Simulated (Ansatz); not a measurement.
Geometry optimisation, Ansatz, UKS revPBE/def2-mTZVP.

input.yaml

```yaml
crystal:
  periodic: [false, false, false]
  atoms:
    - { symbol: B, position_ang: [0.0, 0.0, 0.0] }
    - { symbol: H, position_ang: [0.0, 0.0, 1.44] }
    - { symbol: F, position_ang: [1.1431, 0.0, -0.66] }
    - { symbol: H, position_ang: [-1.0305, 0.0, -0.595] }
    - { symbol: F, position_ang: [0.0, 0.0, 2.66] }
magnetization:
  spin_polarized: true
  initial_magnetization: 1
basis:
  gaussian: { orbitals: def2-mTZVP }
hamiltonian:
  xc: revpbe
relax:
  f_tol: 0.15
  max_steps: 25
  restrain:
    - { distance: [1, 4], at: 2.12, k: 30.0 }
    - { distance: [0, 1], at: 1.19, k: 30.0 }
```

Command:

```bash
$ ansatz run input.yaml --threads 1 --pin off --max-ram 2048MiB --backend cpu --events-out ev --progress --plain --runs-dir out
```

Where does it end, and by what steps?

The forces met the threshold. The restraints hold the end off the free minimum; the threshold counts their pulls, which the force column leaves out. Restrained pairs: H2–F5 (1.22 → 2.11 Å), B1–H2 (1.44 → 1.20 Å). After 4 steps the energy has risen by 0.704 eV (the restraints' own energy left out); F5 moved furthest, 0.57 Å.

```csv
step,energy less start (eV),largest force component (eV/Å),accepted
0,0.0000,1.399,yes
1,0.3708,0.854,yes
2,0.7031,2.568,yes
3,0.7057,0.857,yes
4,0.7039,0.857,yes
```

```xyz
5
Properties=species:S:1:pos:R:3
B -0.010 0.000 -0.084
H 0.008 0.000 1.120
F 1.150 0.000 -0.716
H -1.045 0.000 -0.701
F 0.010 0.000 3.226
```

The run took 8 s on 1 thread of Intel(R) Xeon(R) 6975P-C (Granite Rapids), with other jobs on the host, peak memory 0.14 GiB.
